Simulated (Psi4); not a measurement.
This Psi4 input (PBE0/aug-pcseg-1) gives -40.45122 Eh with 59 basis functions.

```
memory 2025 MB

molecule {
0 1
C    -0.00000000    0.00000000   -0.00000000
H     0.62054657    0.62688914    0.63896175
H    -0.64285838   -0.62489528    0.61852983
H     0.63693263   -0.63278043   -0.61664082
H    -0.61462083    0.63078657   -0.64085076
}

set {
  basis aug-pcseg-1
  scf_type df
}

energy('pbe0')
print_variables()
```

Change:
```diff
- basis aug-pcseg-1
+ basis aug-cc-pvqz
```

**Question.** What does the run give now?

**Answer.** -40.47761 Eh (PBE0/aug-cc-pVQZ, 264 functions), a change of -26.39 mEh.
